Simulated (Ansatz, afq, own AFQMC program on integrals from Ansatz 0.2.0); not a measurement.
## SiGeH₃, doublet in cc-pVDZ, levels against AFQMC with the constraint released

```tsv
atom	x (Å)	y (Å)	z (Å)
Si	-0.0062	0.0000	1.8467
Ge	-0.0013	0.0000	-0.8133
H	1.4614	0.0000	2.1502
H	-0.5955	1.2043	2.5005
H	-0.5956	-1.2043	2.5005
```

Connectivity, by distances: SiH3–Ge.

Basis cc-pVDZ. Noble-gas cores (and the filled d shells of Ga–Kr and In–Xe) are frozen. Ansatz 0.2.0 and our own AFQMC program on the same integrals; the CISD trial comes from CCSD amplitudes, and released means the phaseless constraint is let go. Uncertainties: one standard error, sampling alone. No spin–orbit coupling.

Determinant: ROHF, the one that the program's search chose, which needn't be the lowest solution. The geometry is a point of a scan.

No full CI on the walks' own integrals is used here. The released AFQMC energy serves as the reference, which it does only where one determinant dominates, the energy is flat over the last release times and near the phaseless one (40 meV or 2 meV an electron, half that with transition metals). On small molecules, where full CI could be run and the noise was under 10 meV, such values lay within 10 meV of it in 19 cases of 20, a flattering rate, since the rule was set on those same cases; what remains of the bias isn't in the error bar.

Cautions: no relativity below Rb; no spin-orbit coupling; inner d shell frozen; the released value is read at 2.40 1/Eh with a noise of 13 meV, more than in the cases checked (meV from the phaseless value at times in 1/Eh: -6 ± 10 at 0.24, -15 ± 9 at 0.51, -28 ± 13 at 0.99, -41 ± 13 at 1.62, -19 ± 13 at 2.40).

- T1 diagnostic: 0.0178
- weight of the determinant in the CISD state: 0.864
- size of the correlated space: 11 electrons in 41 orbitals

| level | correlation energy (eV) |
| --- | --- |
| MP2 | -4.4178 |
| CCSD | -5.5757 |
| CCSD(T) | -5.7213 |

**Question.** Estimate where AFQMC with the constraint released lies against CCSD(T) on the same integrals.

**Answer.** 0.77 ± 0.29 kcal/mol below CCSD(T).

Reference: AFQMC with the constraint released, correlation energy -5.755 ± 0.013 eV.

| level | E − E(reference) (kcal/mol) | share of correlation (%) |
| --- | --- | --- |
| CCSD(T) | 0.77 ± 0.29 | 99.42 |
| ph-AFQMC/CISD | 0.45 ± 0.38 | 99.66 |

A walk keeps the symmetry of its determinant, which the program's search chose and which needn't be the lowest solution, so a lower state of the same spin and another symmetry isn't excluded. Released energies are given only where the last usable release times agree within the noise; a slower fall can still hide under it.
